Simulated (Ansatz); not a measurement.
Run this with the Python package of Ansatz (0.2.0) and show what comes out.

Script `conformers_c4h7ns.py`:
```python
import logging
import sys

import ansatz
from rdkit import Chem
from rdkit.Chem import AllChem

logging.basicConfig(stream=sys.stdout, format="[%(levelname)s] %(message)s")
log = logging.getLogger("run")
log.setLevel(logging.INFO)

rd = Chem.AddHs(Chem.MolFromSmiles("C=CCC(N)=S"))
ids = list(AllChem.EmbedMultipleConfs(rd, numConfs=20, randomSeed=204, pruneRmsThresh=0.4))
field = [energy for _, energy in AllChem.MMFFOptimizeMoleculeConfs(rd)]
distinct = {round(e, 2): i for i, e in zip(ids, field)}
chosen = sorted(distinct.items())[:3]
found = []
for force_field, index in chosen:
    system = ansatz.Crystal.molecule()
    for atom, xyz in zip(rd.GetAtoms(), rd.GetConformer(index).GetPositions()):
        system = system.atom(atom.GetSymbol(), xyz.round(5).tolist())
    setup = system.calculation()
    setup = setup.basis(gaussian="6-31G*").functional("r2SCAN")
    found.append(setup.run(threads=1, pin="off").report["free_energy_ev"])
log.info("conformer   MMFF (kcal/mol)   this level (eV)")
for (force_field, index), e in zip(chosen, found):
    log.info(f"{index:9d} {force_field - chosen[0][0]:17.2f} {(e - min(found)):17.3f}")
```

`python conformers_c4h7ns.py` gives:
```text
[INFO] conformer   MMFF (kcal/mol)   this level (eV)
[INFO]         2              0.00             0.000
[INFO]         5              0.72             0.055
```

The conformers keep their force-field geometries. Wall time of the script: 19 s on 1 thread of Arm Neoverse V1, on a shared host, peak memory 0.29 GiB.
